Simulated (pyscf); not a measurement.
**Four-centre exchange: H₂B–O–SiH₃ + ammonia (NH₃) → silanol (HO–SiH₃) + H₂B–NH₂**

Gas phase, singlet surface, charge 0. Bonds broken: O2–B3, N9–H10. Bonds formed: O2–H10, B3–N9. Structures and frequencies: ωB97X-D3(BJ)/def2-SVP in PySCF. MP2 and CC: frozen core, UHF for open shells. ΔMP2 is the change of the MP2 total energy from the triple- to the quadruple-zeta basis.

Transition state (Å):

```xyz
12

Si    -2.5192    -0.0200    -0.4809
O     -1.2156    -0.4261     0.5137
B      0.3305     0.0239     0.1533
H     -2.3203    -0.6799    -1.7959
H     -3.7627    -0.5153     0.1693
H     -2.6009     1.4587    -0.6487
H      0.9944    -0.9766    -0.0274
H      0.2865     0.8420    -0.7530
N      0.4661     0.6585     1.5692
H     -0.8312     0.1310     1.4231
H      0.5999     1.6660     1.6061
H      1.1184     0.2082     2.2064
```

One imaginary mode, 1085i cm⁻¹; descent along it reached the two sides named, in the forms told below.

```json
[
 {"bond": "O2–B3", "change": "breaks", "reactant side (Å)": "1.450", "saddle": "1.650", "product side": "3.1"},
 {"bond": "N9–H10", "change": "breaks", "reactant side (Å)": "1.022", "saddle": "1.408", "product side": "2.121"},
 {"bond": "O2–H10", "change": "forms", "reactant side (Å)": "2.6", "saddle": "1.134", "product side": "0.966"},
 {"bond": "B3–N9", "change": "forms", "reactant side (Å)": "1.655", "saddle": "1.558", "product side": "1.403"}
]
```

Electronic energies relative to the separated reactants (kJ/mol):

```csv
level,barrier,reaction energy,reverse barrier
ωB97X-D3(BJ)/def2-TZVP,42.4,-3.6,46.0
PBE/def2-TZVP,24.3,-13.0,37.3
r²SCAN/def2-TZVP,30.6,-8.4,39.0
B3LYP-D3(BJ)/def2-TZVP,46.7,-5.6,52.3
PBE0-D3(BJ)/def2-TZVP,25.8,-10.2,36.0
M06-2X/def2-TZVP,37.7,-4.3,42.0
ωB97M-D3(BJ)/def2-TZVP,41.4,-7.5,48.9
HF/def2-TZVP,120.1,+2.5,117.6
MP2/def2-QZVPP,38.8,-5.7,44.5
CCSD/def2-TZVPP,55.8,-4.6,60.4
CCSD(T)/def2-TZVPP,44.8,-5.2,50.0
CCSD(T)/def2-TZVPP + ΔMP2(QZVPP),47.3,-4.8,52.1
```

With CCSD(T)/def2-TZVPP + ΔMP2(QZVPP) energies and thermal terms (ideal gas, 1 atm, RRHO with modes under 100 cm⁻¹ raised to 100, one conformer, R ln 2 for chiral ones without a mode under 150 cm⁻¹), in kJ/mol:

| T (K) | ΔH‡ | ΔG‡ | ΔH | ΔG |
|---|---|---|---|---|
| 298 | 44.2 | 92.2 | -4.2 | -4.7 |
| 600 | 44.0 | 141.3 | -4.4 | -5.0 |
| 900 | 46.5 | 189.5 | -4.0 | -5.4 |
| 1200 | 49.7 | 236.6 | -3.8 | -5.9 |

On the reactant side the descent ends in an adduct with a B–N contact, 77.2 kJ/mol under the separated species and 119.7 kJ/mol under the saddle at ωB97X-D3(BJ)/def2-TZVP. What is counted as formed (B–N) is already present as a longer contact in the reactant adduct; forming that adduct is a step of its own. The products may also form a dative adduct at H₂B–NH₂; it and routes through it were not searched. One saddle was located; it need not be the lowest between these sides. The CCSD(T) − MP2 part came from Ansatz, without density fitting, on the same reference.
